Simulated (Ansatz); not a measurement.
# C₂H₂O₃: up Jacob's ladder to CCSD(T)

How much do the methods differ for C₂H₂O₃? The plan is to run it at one geometry with functionals of several rungs and with coupled cluster, and see how far each lands from CCSD(T) at the basis-set limit for the atomisation energy.

Program: Ansatz 0.2.0, Gaussian basis. Level of theory: functionals in def2-TZVPP, the program's frozen cores in correlated methods. These are calculated values, not measurements.

Levels to be run: LDA (SPW92), PBE-D4, revPBE-D4, BLYP-D4, r2SCAN-D4, B97M-V, PBE0-D4, B3LYP-D4, r2SCANh-D4, r2SCAN0-D4, HSE06-D4, BHLYP-D4, CAM-B3LYP-D4, LC-ωPBE, ωB97X-V, ωB97M-V, B2PLYP, PBE-QIDH; CCSD(T)/def2-SVP; CCSD(T)/def2-TZVPP; MP2/def2-QZVPP; extrapolation to the limit; RPA on PBE.

### Step 1. The relaxed structure

All runs share one geometry, relaxed beforehand with PBE0-D4 in a triple-zeta def2 set.

SMILES `O=COC=O`, 7 atoms, charge 0, spin multiplicity 1.

Atoms are counted from 1 here; the program's logs count them from 0.

Bond lengths: O1–C2 1.182 Å, C2–O3 1.374 Å, C2–H6 1.099 Å, O3–C4 1.374 Å, C4–O5 1.182 Å, C4–H7 1.099 Å. Angles: O1–C2–O3 126.2°, O1–C2–H6 126.0°, O3–C2–H6 107.7°, C2–O3–C4 122.0°, O3–C4–O5 126.2°, O3–C4–H7 107.7°, O5–C4–H7 126.0°.

Geometry (Å):

```
O     0.0322    0.4429    1.7315
C     0.2086   -0.5164    1.0646
O     0.3264   -0.5429   -0.3040
C    -0.1710    0.4633   -1.0964
O    -1.0229    1.2273   -0.8021
H     0.3569   -1.5412    1.4325
H     0.3312    0.3990   -2.0717
```

### Step 2. LDA

This LDA is Slater exchange with PW92 correlation.

File in.yaml:

```yaml
crystal:
  periodic: [false, false, false]
  atoms:
    - {symbol: O, position_ang: [0.032209, 0.442863, 1.731494]}
    - {symbol: C, position_ang: [0.208559, -0.516375, 1.064589]}
    - {symbol: O, position_ang: [0.326449, -0.542889, -0.303982]}
    - {symbol: C, position_ang: [-0.171037, 0.463296, -1.096392]}
    - {symbol: O, position_ang: [-1.022934, 1.227276, -0.802115]}
    - {symbol: H, position_ang: [0.356898, -1.541185, 1.432528]}
    - {symbol: H, position_ang: [0.331156, 0.399015, -2.071721]}
basis:
  gaussian: {orbitals: def2-TZVPP}
hamiltonian: {xc: lda}
output: {orbitals: {seedname: orbitals}}
```

Started as:

```bash
ansatz run in.yaml --threads 2 --pin off --events-out ev --progress --plain --max-ram 4352MiB
```

The runs that follow: PBE-D4 (GGA); revPBE-D4 (GGA); BLYP-D4 (GGA); r2SCAN-D4 (meta-GGA); B97M-V (meta-GGA); B3LYP-D4 (hybrid); r2SCANh-D4 (hybrid); r2SCAN0-D4 (hybrid); HSE06-D4 (hybrid); BHLYP-D4 (hybrid); CAM-B3LYP-D4 (range-separated); LC-ωPBE (range-separated); ωB97X-V (range-separated); ωB97M-V (range-separated); B2PLYP (double hybrid); PBE-QIDH (double hybrid); CCSD(T) in def2-SVP; CCSD(T) in def2-TZVPP; MP2 in def2-QZVPP; RPA on PBE orbitals.

**Question.** What will the summary of the whole plan be? Wanted: atomisation energy, CCSD(T)/CBS; farthest beyond LDA; mean size of error, GGA; mean size of error, meta-GGA; mean size of error, hybrid; mean size of error, range-separated; mean size of error, double hybrid; gap, smallest and largest; T1 diagnostic.

**Answer**, as computed:

| quantity | value |
| --- | --- |
| atomisation energy, CCSD(T)/CBS | 754.5 kcal/mol |
| functionals within 3.8 kcal/mol (0.5 %) | B97M-V, B3LYP-D4, ωB97X-V |
| farthest beyond LDA | BHLYP-D4 (-47.7 kcal/mol) |
| mean size of error, GGA | 24.2 kcal/mol |
| mean size of error, meta-GGA | 4.9 kcal/mol |
| mean size of error, hybrid | 14.3 kcal/mol |
| mean size of error, range-separated | 4.4 kcal/mol |
| mean size of error, double hybrid | 5.1 kcal/mol |
| gap, smallest and largest | 4.07 eV (LDA (SPW92)), 12.28 eV (LC-ωPBE) |
| T1 diagnostic | 0.0171 |
| triples share of the correlation energy | 4.2 % |

What this shows: LDA overbinds by 157.9 kcal/mol (21 %). PBE-D4 misses by +42.8 kcal/mol. Double hybrids carry the basis error of their MP2 part in triple zeta, and no dispersion term here, so their miss is partly the set-up's. Taken by rung, range-separated functionals do best (4.4 kcal/mol on average) and GGA ones worst beyond LDA (24.2 kcal/mol). The gap between the best rungs is small, so their order is not settled. The reference freezes the cores and leaves out relativity and excitations past (T), so misses under about 3.8 kcal/mol can't be ranked. Hartree-Fock recovers 65 % of the binding; the rest is correlation. CCSD(T) in def2-SVP is off by -35.9 kcal/mol, which most functionals beat. Orbital gaps span 4.1 to 12.3 eV; exact exchange widens them.
